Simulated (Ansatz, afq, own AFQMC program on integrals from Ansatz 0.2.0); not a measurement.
## Atomization energy of AlSiH, triplet

```xyz
3

Si    0.0000   -0.0360    1.1654
Al    0.0000   -0.0118   -1.2249
H     0.0000    1.3177    0.3154
```

Connectivity, by distances: SiH–Al.

Atoms in their ground-state spins without spin–orbit coupling (mostly on UHF) minus the molecule (UHF), without zero-point energy. The geometry is a stationary point, not shown to be a minimum.

Basis cc-pVTZ. Noble-gas cores (and the filled d shells of Ga–Kr and In–Xe) are frozen. Integrals, coupled cluster, full CI and functionals: Ansatz 0.2.0; the random walks run on the same integrals in our own AFQMC program. The CISD trial takes its coefficients from CCSD amplitudes. Released means that phaseless walkers are propagated on without the constraint, phases kept. ± is one standard error of the sampling. The errors of all members are added in quadrature.

No full CI on the walks' own integrals is used here; CCSDT(Q) serves as the reference and is uncertain by about the last step of the cluster series. Each member takes its own surest rung, up to full CI.

Errors are counted within cc-pVTZ, not against nature.

Cautions: AlSiH (triplet): lower spins were not checked, unrestricted determinant slightly spin contaminated (⟨S²⟩ 2.09 against 2.00), the released energies are still falling, so no released level is given (meV from the phaseless value at times in 1/Eh: -7 ± 4 at 0.24, -14 ± 6 at 0.51, -19 ± 4 at 0.99, -25.2 ± 2.4 at 1.62, -29 ± 4 at 2.40), though the last usable value meets CCSDT(Q) within the noise, its ph-AFQMC/CISD value lies 31 ± 4 meV above CCSDT(Q).

Reference (CCSDT(Q)): 522.7 kJ/mol.

```
        level  atomization energy (kJ/mol)  error against CCSDT(Q) (kJ/mol)
           HF                        368.6                           -154.0
          MP2                        504.0                            -18.7
         CCSD                        503.8                            -18.9
      CCSD(T)                        519.5                             -3.2
  ph-AFQMC/HF                  534.2 ± 2.5                       11.5 ± 2.5
ph-AFQMC/CISD                  521.3 ± 0.4                       -1.4 ± 0.4
```

Correlation beyond CCSD(T) adds 3.2 kJ/mol. The perturbative (T) step is worth +15.7 kJ/mol.

A walk keeps the symmetry of its determinant, which the program's search chose and which needn't be the lowest solution, so a lower state of the same spin and another symmetry isn't excluded.
